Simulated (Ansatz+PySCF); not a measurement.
Results of a calculation; reference values are marked as such.
## Ansatz (development build ahead of 0.2.0) run

```yaml
crystal:
  periodic: [false, false, false]
  atoms:
    - { symbol: "N", position_ang: [0.0, 0.0001, -0.66512] }
    - { symbol: "N", position_ang: [0.0, -0.0001, 0.66512] }
    - { symbol: H, position_ang: [0.0, 1.07539, -0.98726] }
    - { symbol: H, position_ang: [0.0, -1.07539, 0.98726] }
basis:
  gaussian: { orbitals: def2-SVP }
magnetization:
  spin_polarized: true
hamiltonian:
  xc: hf
scf:
  omitted_lower_state_checks: [stability, starts, atomic_configurations, cluster_reference, orbital_swaps, given_window_search, neighbouring_geometries, increment]
```

The input is written out in the form of the current development build from the run's settings.

Results

```yaml
Converged: yes
Total_energy: -109.87412 hartree
Spin_squared_of_the_determinant: 0.000
Occupied_orbitals_by_symmetry_in_an_Abelian_subgroup_alpha;_beta: 4 Ag 1 Au 3 Bu; 4 Ag 1 Au 3 Bu
```

This is not the lowest solution: another run reaches a determinant 0.35 eV lower.
